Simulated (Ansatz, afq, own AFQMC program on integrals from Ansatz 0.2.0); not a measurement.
**Where AFQMC and coupled cluster stand for CH3Br, triplet**

```json
{"atom": "Br", "x (Å)": "-0.4942", "y (Å)": "0.0000", "z (Å)": "0.0000"}
{"atom": "H", "x (Å)": "1.1148", "y (Å)": "0.0000", "z (Å)": "0.0000"}
{"atom": "C", "x (Å)": "2.6758", "y (Å)": "0.0000", "z (Å)": "0.0000"}
{"atom": "H", "x (Å)": "3.0902", "y (Å)": "0.0000", "z (Å)": "0.9962"}
{"atom": "H", "x (Å)": "3.0902", "y (Å)": "0.0000", "z (Å)": "-0.9962"}
```

Connectivity, by distances: BrH ··· CH2.

Basis cc-pVTZ. Only valence electrons are correlated. AFQMC by an in-house program on the Cholesky factors that Ansatz 0.2.0 writes for its CCSD(T) run. The CISD trial takes its coefficients from CCSD amplitudes. Released means that phaseless walkers are propagated on without the constraint, phases kept. Error bars are statistical, one sigma. No spin–orbit coupling.

Determinant: UHF, the one that the program's search chose, which needn't be the lowest solution. The geometry is a point of a scan.

No full CI on the walks' own integrals is used here. The released AFQMC energy serves as the reference, which it does only where one determinant dominates, the energy is flat over the last release times and near the phaseless one (40 meV or 2 meV an electron, half that with transition metals). On small molecules, where full CI could be run and the noise was under 10 meV, such values lay within 10 meV of it in 19 cases of 20, a flattering rate, since the rule was set on those same cases; what remains of the bias isn't in the error bar.

Cautions: no relativity below Rb; no spin-orbit coupling; inner d shell frozen; lower spins were not checked; unrestricted determinant slightly spin contaminated (⟨S²⟩ 2.06 against 2.00); the released value is read at 2.40 1/Eh with a noise of 11 meV, more than in the cases checked (meV from the phaseless value at times in 1/Eh: -5 ± 6 at 0.24, -15 ± 5 at 0.51, -17 ± 5 at 0.99, -2 ± 6 at 1.62, 5 ± 11 at 2.40).

* T1 diagnostic: 0.0155
* weight of the determinant in the CISD state: 0.865
* ⟨S²⟩ of the determinant: 2.060
* size of the correlated space: 14 electrons in 100 orbitals

```csv
level,correlation energy (eV)
MP2,-8.2272
CCSD,-9.2869
CCSD(T),-9.6098
```

Task: Estimate where phaseless AFQMC with the Hartree–Fock trial lies against CCSD(T) on the same integrals.

Result: 2.8 ± 2.5 kJ/mol below CCSD(T). The gap is under twice the noise, so this walk alone can't tell the two apart.

Reference: AFQMC with the constraint released, correlation energy -9.635 ± 0.011 eV.

```tsv
level	E − E(reference) (kJ/mol)	share of correlation (%)
CCSD(T)	2.4 ± 1.0	99.74
ph-AFQMC/HF	-0.4 ± 2.7	100.04
ph-AFQMC/CISD	-0.5 ± 1.2	100.06
```

A walk keeps the symmetry of its determinant, which the program's search chose and which needn't be the lowest solution, so a lower state of the same spin and another symmetry isn't excluded. Released energies are given only where the last usable release times agree within the noise; a slower fall can still hide under it.
